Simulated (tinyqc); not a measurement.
Worked calculation: CIS on RHF in the sto-6g basis, frozen core, for H2O, spin multiplicity 1. Computed by tinyqc, a small Python program that keeps every step (integrals from PySCF). Settings: charge = 0, multiplicity = 1, basis = sto-6g, method = RHF, frozen orbitals = 1, energy threshold = 1e-10, iteration cap = 58, orthogonalisation = symmetric, start = Wolfsberg-Helmholz matrix, DIIS depth = 6. Command: `OMP_NUM_THREADS=1 python tinyqc.py 26373 26374 out.jsonl` (the two numbers bound the seeds that draw the settings). One thread of a shared host (Intel(R) Xeon(R) Processor @ 2.60GHz), about 0.1 s of CPU time with the checks. The early iterations of the SCF are left out here.

## One-electron integrals

Geometry (angstrom):
```
atom         x          y         z
O     0.000000   0.000000  0.000000
H     0.000000   0.893000  0.661000
H     0.000000  -0.893000  0.661000
```

Basis sto-6g: exponents (1/bohr^2) and contraction coefficients of normalised primitives:
```
element  l (shell)     exponent  coefficient
O            s (1)  1355.584234     0.009164
O            s (1)   248.544885     0.049361
O            s (1)    69.533902     0.168538
O            s (1)    23.886772     0.370563
O            s (1)     9.275933     0.416492
O            s (1)     3.820341     0.130334
O            s (2)    52.187762    -0.013253
O            s (2)    10.329320    -0.046992
O            s (2)     3.210345    -0.033785
O            s (2)     1.235135     0.250242
O            s (2)     0.536420     0.595117
O            s (2)     0.245881     0.240706
O            p (3)    52.187762     0.003760
O            p (3)    10.329320     0.037679
O            p (3)     3.210345     0.173897
O            p (3)     1.235135     0.418036
O            p (3)     0.536420     0.425860
O            p (3)     0.245881     0.101708
H            s (1)    35.523221     0.009164
H            s (1)     6.513144     0.049361
H            s (1)     1.822143     0.168538
H            s (1)     0.625955     0.370563
H            s (1)     0.243077     0.416492
H            s (1)     0.100112     0.130334
```

Overlap, kinetic and nuclear-attraction integrals over the contracted functions; the nuclear repulsion is the sum of Za Zb / Rab.

nuclear repulsion = 7.91705450 hartree

overlap S, lower triangle:
```
           1O 1s     1O 2s    1O 2px     1O 2py    1O 2pz     2H 1s     3H 1s
1O 1s   1.000000
1O 2s   0.231145  1.000000
1O 2px  0.000000  0.000000  1.000000
1O 2py  0.000000  0.000000  0.000000   1.000000
1O 2pz  0.000000  0.000000  0.000000   0.000000  1.000000
2H 1s   0.038904  0.382002  0.000000   0.269970  0.199832  1.000000
3H 1s   0.038904  0.382002  0.000000  -0.269970  0.199832  0.167789  1.000000
```

kinetic energy T (hartree), lower triangle:
```
            1O 1s     1O 2s    1O 2px     1O 2py    1O 2pz      2H 1s     3H 1s
1O 1s   29.327197
1O 2s   -0.896024  0.842618
1O 2px   0.000000  0.000000  2.531309
1O 2py   0.000000  0.000000  0.000000   2.531309
1O 2pz   0.000000  0.000000  0.000000   0.000000  2.531309
2H 1s   -0.005967  0.065889  0.000000   0.144020  0.106604   0.768522
3H 1s   -0.005967  0.065889  0.000000  -0.144020  0.106604  -0.007608  0.768522
```

nuclear attraction V (hartree), lower triangle:
```
             1O 1s      1O 2s     1O 2px      1O 2py     1O 2pz      2H 1s      3H 1s
1O 1s   -62.210911
1O 2s    -6.371469  -9.948016
1O 2px    0.000000   0.000000  -9.888887
1O 2py    0.000000   0.000000   0.000000  -10.002701
1O 2pz   -0.014506  -0.167966   0.000000    0.000000  -9.951245
2H 1s    -1.225515  -2.915518   0.000000   -1.823767  -1.393614  -5.270658
3H 1s    -1.225515  -2.915518   0.000000    1.823767  -1.393614  -0.982138  -5.270658
```

core Hamiltonian H = T + V (hartree), lower triangle:
```
             1O 1s      1O 2s     1O 2px     1O 2py     1O 2pz      2H 1s      3H 1s
1O 1s   -32.883713
1O 2s    -7.267493  -9.105398
1O 2px    0.000000   0.000000  -7.357578
1O 2py    0.000000   0.000000   0.000000  -7.471392
1O 2pz   -0.014506  -0.167966   0.000000   0.000000  -7.419937
2H 1s    -1.231482  -2.849629   0.000000  -1.679746  -1.287010  -4.502136
3H 1s    -1.231482  -2.849629   0.000000   1.679746  -1.287010  -0.989746  -4.502136
```

## Two-electron integrals

Functions are numbered as in S; the eight-fold symmetry (ij|kl) = (ji|kl) = (kl|ij) leaves the list below.

Two-electron integrals (ij|kl) in chemists' order, unique and non-zero (hartree):
```
(11|11) 4.787491    (21|11) 0.675884    (21|21) 0.121505    (22|11) 1.117379
(22|21) 0.249212    (22|22) 0.817383    (31|31) 0.025762    (32|31) 0.039145
(32|32) 0.180664    (33|11) 1.117381    (33|21) 0.249212    (33|22) 0.817382
(33|33) 0.880663    (41|41) 0.025762    (42|41) 0.039145    (42|42) 0.180664
(43|43) 0.047461    (44|11) 1.117381    (44|21) 0.249212    (44|22) 0.817382
(44|33) 0.785741    (44|44) 0.880663    (51|51) 0.025762    (52|51) 0.039145
(52|52) 0.180664    (53|53) 0.047461    (54|54) 0.047461    (55|11) 1.117381
(55|21) 0.249212    (55|22) 0.817382    (55|33) 0.785741    (55|44) 0.785741
(55|55) 0.880663    (61|11) 0.121115    (61|21) 0.020879    (61|22) 0.041918
(61|33) 0.041829    (61|41) 0.000823    (61|42) 0.001612    (61|44) 0.042002
(61|51) 0.000609    (61|52) 0.001193    (61|54) 0.000128    (61|55) 0.041924
(61|61) 0.003657    (62|11) 0.307668    (62|21) 0.069645    (62|22) 0.254594
(62|33) 0.250279    (62|41) 0.004497    (62|42) 0.033839    (62|44) 0.258642
(62|51) 0.003329    (62|52) 0.025048    (62|54) 0.006190    (62|55) 0.254861
(62|61) 0.012045    (62|62) 0.100660    (63|31) 0.007561    (63|32) 0.043145
(63|43) 0.006907    (63|53) 0.005112    (63|63) 0.013864    (64|11) 0.183682
(64|21) 0.042152    (64|22) 0.164308    (64|33) 0.157022    (64|41) 0.009911
(64|42) 0.063511    (64|44) 0.176033    (64|51) 0.001739    (64|52) 0.015075
(64|54) 0.008959    (64|55) 0.159870    (64|61) 0.007606    (64|62) 0.078960
(64|64) 0.075061    (65|11) 0.135962    (65|21) 0.031201    (65|22) 0.121621
(65|33) 0.116228    (65|41) 0.001739    (65|42) 0.015075    (65|44) 0.120075
(65|51) 0.008849    (65|52) 0.054304    (65|54) 0.009754    (65|55) 0.128561
(65|61) 0.005630    (65|62) 0.058446    (65|64) 0.045298    (65|65) 0.047394
(66|11) 0.466530    (66|21) 0.107569    (66|22) 0.451042    (66|33) 0.433527
(66|41) 0.008595    (66|42) 0.089624    (66|44) 0.467473    (66|51) 0.006362
(66|52) 0.066340    (66|54) 0.025127    (66|55) 0.452126    (66|61) 0.018769
(66|62) 0.231252    (66|64) 0.206779    (66|65) 0.153058    (66|66) 0.774999
(71|11) 0.121115    (71|21) 0.020879    (71|22) 0.041918    (71|33) 0.041829
(71|41) -0.000823   (71|42) -0.001612   (71|44) 0.042002    (71|51) 0.000609
(71|52) 0.001193    (71|54) -0.000128   (71|55) 0.041924    (71|61) 0.003600
(71|62) 0.011623    (71|64) 0.006717    (71|65) 0.005436    (71|66) 0.017909
(71|71) 0.003657    (72|11) 0.307668    (72|21) 0.069645    (72|22) 0.254594
(72|33) 0.250279    (72|41) -0.004497   (72|42) -0.033839   (72|44) 0.258642
(72|51) 0.003329    (72|52) 0.025048    (72|54) -0.006190   (72|55) 0.254861
(72|61) 0.011623    (72|62) 0.079630    (72|64) 0.043497    (72|65) 0.044923
(72|66) 0.147006    (72|71) 0.012045    (72|72) 0.100660    (73|31) 0.007561
(73|32) 0.043145    (73|43) -0.006907   (73|53) 0.005112    (73|63) 0.010556
(73|73) 0.013864    (74|11) -0.183682   (74|21) -0.042152   (74|22) -0.164308
(74|33) -0.157022   (74|41) 0.009911    (74|42) 0.063511    (74|44) -0.176033
(74|51) -0.001739   (74|52) -0.015075   (74|54) 0.008959    (74|55) -0.159870
(74|61) -0.006717   (74|62) -0.043497   (74|64) -0.013817   (74|65) -0.024045
(74|66) -0.073221   (74|71) -0.007606   (74|72) -0.078960   (74|74) 0.075061
(75|11) 0.135962    (75|21) 0.031201    (75|22) 0.121621    (75|33) 0.116228
(75|41) -0.001739   (75|42) -0.015075   (75|44) 0.120075    (75|51) 0.008849
(75|52) 0.054304    (75|54) -0.009754   (75|55) 0.128561    (75|61) 0.005436
(75|62) 0.044923    (75|64) 0.024045    (75|65) 0.035466    (75|66) 0.090239
(75|71) 0.005630    (75|72) 0.058446    (75|74) -0.045298   (75|75) 0.047394
(76|11) 0.097943    (76|21) 0.022398    (76|22) 0.088744    (76|33) 0.086750
(76|44) 0.088504    (76|51) 0.001686    (76|52) 0.015050    (76|55) 0.090977
(76|61) 0.003828    (76|62) 0.034676    (76|64) 0.023641    (76|65) 0.022657
(76|66) 0.082762    (76|71) 0.003828    (76|72) 0.034676    (76|74) -0.023641
(76|75) 0.022657    (76|76) 0.014969    (77|11) 0.466530    (77|21) 0.107569
(77|22) 0.451042    (77|33) 0.433527    (77|41) -0.008595   (77|42) -0.089624
(77|44) 0.467473    (77|51) 0.006362    (77|52) 0.066340    (77|54) -0.025127
(77|55) 0.452126    (77|61) 0.017909    (77|62) 0.147006    (77|64) 0.073221
(77|65) 0.090239    (77|66) 0.294088    (77|71) 0.018769    (77|72) 0.231252
(77|74) -0.206779   (77|75) 0.153058    (77|76) 0.082762    (77|77) 0.774999
```

## Orthogonalisation

S = U s U^T; symmetric (Loewdin) form X = U s^(-1/2) U^T, so that X^T S X = 1.

eigenvalues of S: 0.441248  0.525201  0.890240  1.000000  1.093693  1.307009  1.742608

X, lower triangle:
```
            1O 1s      1O 2s    1O 2px     1O 2py     1O 2pz      2H 1s     3H 1s
1O 1s    1.022326
1O 2s   -0.132437   1.153421
1O 2px   0.000000   0.000000  1.000000
1O 2py   0.000000   0.000000  0.000000   1.073076
1O 2pz  -0.006548   0.067912  0.000000   0.000000   1.034793
2H 1s    0.017282  -0.219756  0.000000  -0.174441  -0.112977   1.124985
3H 1s    0.017282  -0.219756  0.000000   0.174441  -0.112977  -0.056508  1.124985
```

## Starting guess

The start is the generalised Wolfsberg-Helmholz matrix (K = 1.75) built on H; D = 2 C_occ C_occ^T.

D at the start, lower triangle:
```
            1O 1s      1O 2s    1O 2px     1O 2py    1O 2pz     2H 1s     3H 1s
1O 1s    2.067485
1O 2s   -0.284728   1.298716
1O 2px   0.000000   0.000000  2.000000
1O 2py   0.000000   0.000000  0.000000   1.518085
1O 2pz   0.089723  -0.342416  0.000000   0.000000  1.858984
2H 1s   -0.127842   0.354239  0.000000   0.333407  0.120140  0.196973
3H 1s   -0.127842   0.354239  0.000000  -0.333407  0.120140  0.050525  0.196973
```

## Iteration 8 (converged): orbitals

converged F (hartree), lower triangle:
```
             1O 1s      1O 2s     1O 2px     1O 2py     1O 2pz      2H 1s      3H 1s
1O 1s   -20.519075
1O 2s    -4.963716  -2.303218
1O 2px    0.000000   0.000000  -0.390996
1O 2py    0.000000   0.000000   0.000000  -0.235853
1O 2pz   -0.024602  -0.069522   0.000000   0.000000  -0.276004
2H 1s    -0.842829  -0.779560   0.000000  -0.359583  -0.312474  -0.408739
3H 1s    -0.842829  -0.779560   0.000000   0.359583  -0.312474  -0.234495  -0.408739
```

Diagonalise F' = X^T F X, C = X C', fill 5 alpha and 5 beta electrons from the bottom; D = 2 C_occ C_occ^T. Each column has its largest component positive (the first on a tie).

F' = X^T F X (hartree), lower triangle:
```
            1          2          3          4          5          6          7
1  -20.194259
2   -2.501251  -1.270510
3    0.000000   0.000000  -0.390996
4    0.000000   0.000000   0.000000  -0.012949
5   -0.044855   0.098372   0.000000   0.000000  -0.160936
6   -0.114930  -0.398343   0.000000  -0.397715  -0.290026  -0.023876
7   -0.114930  -0.398343   0.000000   0.397715  -0.290026  -0.062732  -0.023876
```

orbital energies (hartree): MO1 -20.522022, MO2 -1.211314, MO3 -0.550096, MO4 -0.433738, MO5 -0.390996, MO6 0.454760, MO7 0.576003

coefficients C:
```
              MO1        MO2        MO3        MO4       MO5        MO6        MO7
1O 1s    0.996857  -0.228117   0.000000   0.084495  0.000000  -0.102117   0.000000
1O 2s    0.014204   0.892774   0.000000  -0.465117  0.000000   0.659951   0.000000
1O 2px   0.000000   0.000000   0.000000   0.000000  1.000000   0.000000   0.000000
1O 2py   0.000000   0.000000   0.605656   0.000000  0.000000   0.000000   0.919529
1O 2pz   0.002298   0.081262   0.000000   0.755149  0.000000   0.723961   0.000000
2H 1s   -0.002773   0.138815   0.450845   0.330760  0.000000  -0.709576  -0.724659
3H 1s   -0.002773   0.138815  -0.450845   0.330760  0.000000  -0.709576   0.724659
```

D after iteration 8, lower triangle:
```
            1O 1s      1O 2s    1O 2px     1O 2py    1O 2pz      2H 1s     3H 1s
1O 1s    2.105803
1O 2s   -0.457595   2.027164
1O 2px   0.000000   0.000000  2.000000
1O 2py   0.000000   0.000000  0.000000   0.733637
1O 2pz   0.095120  -0.557303  0.000000   0.000000  1.153717
2H 1s   -0.012966  -0.059901  0.000000   0.546114  0.522093   0.663881
3H 1s   -0.012966  -0.059901  0.000000  -0.546114  0.522093  -0.149164  0.663881
```

## Convergence

Stop when the energy changes by less than 1e-10 hartree and every element of the error matrix X^T (F D S - S D F) X is below 3e-06.

Course of the cycle:
```
iteration   E (hartree)     change  largest element of the error matrix
1          -75.21251668          -                             4.74e-01
2          -75.62958819  -4.17e-01                             1.25e-01
3          -75.64841400  -1.88e-02                             3.61e-02
4          -75.65048703  -2.07e-03                             7.13e-03
5          -75.65061184  -1.25e-04                             2.30e-03
6          -75.65063129  -1.94e-05                             3.87e-05
7          -75.65063129  -1.78e-09                             1.83e-07
8          -75.65063129  -5.68e-14                             4.44e-10
```

PySCF RHF in the same basis = -75.65063129 hartree

Converged in 8 iterations.

## Populations, bond orders and dipole

Mulliken: Z minus the diagonal of D S on the atom; Loewdin: the same with S^(1/2) D S^(1/2); Mayer order: 2 sum_s sum (D(s) S)_ij (D(s) S)_ji over the two atoms.

Charges (e):
```
atom   Mulliken    Loewdin
1O    -0.265537  -0.196135
2H     0.132768   0.098067
3H     0.132768   0.098067
```

Mayer bond orders:
```
pair     order
2-1   0.971502
3-1   0.971502
3-2   0.010871
```

dipole moment about the origin, x y z (debye): 0.000000  0.000000  1.544303

## Integrals over molecular orbitals

(pq|rs) = sum C_ip C_jq C_kr C_ls (ij|kl), one index at a time.

one-electron integrals over orbitals h = C^T H C (hartree), lower triangle:
```
            1          2          3          4          5          6          7
1  -32.871105
2    0.579379  -7.607647
3    0.000000   0.000000  -6.003178
4   -0.206289   0.534310   0.000000  -6.620012
5    0.000000   0.000000   0.000000   0.000000  -7.357578
6    0.263800  -1.229522   0.000000  -1.308548   0.000000  -5.281277
7    0.000000   0.000000  -1.784159   0.000000   0.000000   0.000000  -5.529079
```

Two-electron integrals over orbitals (pq|rs), unique and non-zero (hartree); the lowest 1 orbital is frozen and left out:
```
(22|22) 0.726638    (32|32) 0.129914    (33|22) 0.614204    (33|33) 0.592380
(42|22) -0.025423   (42|33) 0.003547    (42|42) 0.130548    (43|32) 0.028255
(43|43) 0.055520    (44|22) 0.665482    (44|33) 0.566454    (44|42) -0.094854
(44|44) 0.707588    (52|52) 0.151310    (53|53) 0.026298    (54|52) -0.042962
(54|54) 0.048002    (55|22) 0.757384    (55|33) 0.600701    (55|42) -0.078939
(55|44) 0.693908    (55|55) 0.880663    (62|22) 0.132218    (62|33) 0.065341
(62|42) 0.032637    (62|44) 0.066137    (62|55) 0.142183    (62|62) 0.094677
(63|32) -0.039019   (63|43) -0.038920   (63|63) 0.077476    (64|22) 0.127805
(64|33) 0.047742    (64|42) -0.045537   (64|44) 0.131694    (64|55) 0.148270
(64|62) 0.061253    (64|64) 0.095657    (65|52) 0.051477    (65|54) 0.005715
(65|65) 0.034014    (66|22) 0.590332    (66|33) 0.547145    (66|42) 0.048507
(66|44) 0.542138    (66|55) 0.574286    (66|62) 0.090774    (66|64) 0.051457
(66|66) 0.578880    (72|32) 0.055629    (72|43) -0.029132   (72|63) 0.029334
(72|72) 0.068576    (73|22) 0.167297    (73|33) 0.089104    (73|42) -0.075790
(73|44) 0.145051    (73|55) 0.203362    (73|62) 0.069068    (73|64) 0.099968
(73|66) 0.043577    (73|73) 0.159240    (74|32) -0.071194   (74|43) -0.013263
(74|63) 0.055437    (74|72) -0.017343   (74|74) 0.069892    (75|53) 0.023934
(75|75) 0.025195    (76|32) 0.086833    (76|43) 0.062820    (76|63) -0.069432
(76|72) -0.002866   (76|74) -0.060703   (76|76) 0.115223    (77|22) 0.609816
(77|33) 0.581841    (77|42) -0.019273   (77|44) 0.580293    (77|55) 0.610053
(77|62) 0.062360    (77|64) 0.051147    (77|66) 0.548868    (77|73) 0.097393
(77|77) 0.597045
```

## CIS matrix, singlets

A(ia,jb) = (e_a - e_i) d_ij d_ab + 2 (ia|jb) - (ij|ab).

CIS matrix A, singlet (hartree), lower triangle:
```
          2>6        2>7       3>6       3>7       4>6       4>7       5>6       5>7
2>6  1.265096
2>7  0.000000   1.314653
3>6  0.000000  -0.028166  0.612662
3>7  0.051303   0.000000  0.000000  0.862739
4>6  0.073999   0.000000  0.000000  0.137116  0.537674
4>7  0.000000  -0.015412  0.048054  0.000000  0.000000  0.569232
5>6  0.000000   0.000000  0.000000  0.000000  0.000000  0.000000  0.339497
5>7  0.000000   0.000000  0.000000  0.000000  0.000000  0.000000  0.000000  0.407336
```

## CIS singlet states

dipole integrals <i|r|a> (bohr):
```
            x          y          z
2>6  0.000000   0.000000  -0.034311
2>7  0.000000  -0.078663   0.000000
3>6  0.000000  -0.949111   0.000000
3>7  0.000000   0.000000  -0.686242
4>6  0.000000   0.000000  -0.570506
4>7  0.000000  -0.787248   0.000000
5>6  0.070629   0.000000   0.000000
5>7  0.000000   0.000000   0.000000
```

Diagonalise A (1 hartree = 27.211386 eV); each vector has its largest component positive (the first on a tie). The transition dipole is mu = sqrt2 sum c_ia <i|r|a>.

singlet excitation energies (eV): 9.238191  11.084170  13.171868  14.645368  17.473921  24.445227  34.915106  35.815207

lowest vectors:
```
      state 1   state 2    state 3    state 4   state 5    state 6
2>6  0.000000  0.000000  -0.067374   0.000000  0.000000  -0.193344
2>7  0.000000  0.000000   0.000000  -0.003033  0.047560   0.000000
3>6  0.000000  0.000000   0.000000  -0.543081  0.838650   0.000000
3>7  0.000000  0.000000  -0.331601   0.000000  0.000000   0.929615
4>6  0.000000  0.000000   0.941011   0.000000  0.000000   0.313743
4>7  0.000000  0.000000   0.000000   0.839675  0.542590   0.000000
5>6  1.000000  0.000000   0.000000   0.000000  0.000000   0.000000
5>7  0.000000  1.000000   0.000000   0.000000  0.000000   0.000000
```

oscillator strengths 2/3 w |mu|^2: 0.002258  0.000000  0.060822  0.015160  1.288762  0.786453

## CIS matrix, triplets

A(ia,jb) = (e_a - e_i) d_ij d_ab - (ij|ab).

CIS matrix A, triplet (hartree), lower triangle:
```
           2>6        2>7        3>6        3>7       4>6       4>7       5>6       5>7
2>6   1.075742
2>7   0.000000   1.177501
3>6   0.000000  -0.086833   0.457711
3>7  -0.086833   0.000000   0.000000   0.544259
4>6  -0.048507   0.000000   0.000000  -0.062820  0.346359
4>7   0.000000   0.019273  -0.062820   0.000000  0.000000  0.429448
5>6   0.000000   0.000000   0.000000   0.000000  0.000000  0.000000  0.271469
5>7   0.000000   0.000000   0.000000   0.000000  0.000000  0.000000  0.000000  0.356946
```

## CIS triplet states

Diagonalise A (1 hartree = 27.211386 eV); each vector has its largest component positive (the first on a tie).

triplet excitation energies (eV): 7.387056  8.742295  9.712989  10.262667  13.571702  15.062982  29.702093  32.347890

lowest vectors:
```
      state 1   state 2   state 3   state 4    state 5    state 6
2>6  0.000000  0.095960  0.000000  0.000000   0.000000   0.127149
2>7  0.000000  0.000000  0.000000  0.052052   0.114606   0.000000
3>6  0.000000  0.000000  0.000000  0.648356   0.751683   0.000000
3>7  0.000000  0.304358  0.000000  0.000000   0.000000   0.940558
4>6  0.000000  0.947712  0.000000  0.000000   0.000000  -0.314935
4>7  0.000000  0.000000  0.000000  0.759556  -0.649490   0.000000
5>6  1.000000  0.000000  0.000000  0.000000   0.000000   0.000000
5>7  0.000000  0.000000  1.000000  0.000000   0.000000   0.000000
```
